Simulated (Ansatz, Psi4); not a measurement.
C2H3N (isocyanomethane): from total energies to a heat of formation

C2H3N: 6 atoms, total charge 0, spin state singlet. As SMILES, `[C-]#[N+]C`. The coordinates come from a PBE0-D4/def2-TZVP relaxation.

Total energies at HF/def2-SVPD (Psi4 1.11); the atoms run unrestricted:

| species | state | energy (Eh) |
| --- | --- | --- |
| C2H3N | singlet | -131.799758 |
| C | triplet | -37.646258 |
| N | quartet | -54.337261 |
| H | doublet | -0.499278 |

Harmonic wavenumbers at PBE0-D4/def2-TZVP, in cm⁻¹: 287, 287, 988, 1142, 1142, 1448, 1483, 1483, 2269, 3066, 3146, 3146.

Measured heats of formation of the gaseous atoms at 298.15 K, in kJ/mol: C 716.9, N 472.4, H 218.0. Take 1 Eh = 2625.50 kJ/mol, 1 cm⁻¹ = 0.0119627 kJ/mol, RT = 2.479 kJ/mol.

Problem. Work out the heat of formation of the gas at 298 K.

Solution. 
1. Electronic atomisation energy: 2 × (-37.646258) + (-54.337261) + 3 × (-0.499278) − (-131.799758) = 0.672147 Eh = 1764.7 kJ/mol.
2. Zero-point energy: half the sum of the wavenumbers, 9943.5 cm⁻¹ = 119.0 kJ/mol.
3. Thermal vibrational enthalpy, Σ hcν̃/(exp(hcν̃/kT) − 1): 2.5 kJ/mol. Translation, rotation and pV of a non-linear molecule: 4 RT = 9.9 kJ/mol.
4. The 6 free atoms carry 5/2 RT each: 37.2 kJ/mol.
5. Atomisation enthalpy at 298 K: 1764.7 − 119.0 − 2.5 − 9.9 + 37.2 = 1670.5 kJ/mol.
6. Sum of the atoms' heats of formation: 2560.2 kJ/mol. Heat of formation: 2560.2 − 1670.5 = +889.7 kJ/mol.

The tabulated value is +163.5 kJ/mol (CRC Handbook of Chemistry and Physics; in doubt: it may belong to another isomer, state or phase), so this level is off by +726.2 kJ/mol, or 30.3 % of the atomisation enthalpy that the table implies (2396.7 kJ/mol). Hartree–Fock leaves out correlation, which is larger in the molecule than in the atoms, so it underbinds and puts the heat of formation too high. Anharmonicity and any spin-orbit splitting of the molecule are left out.
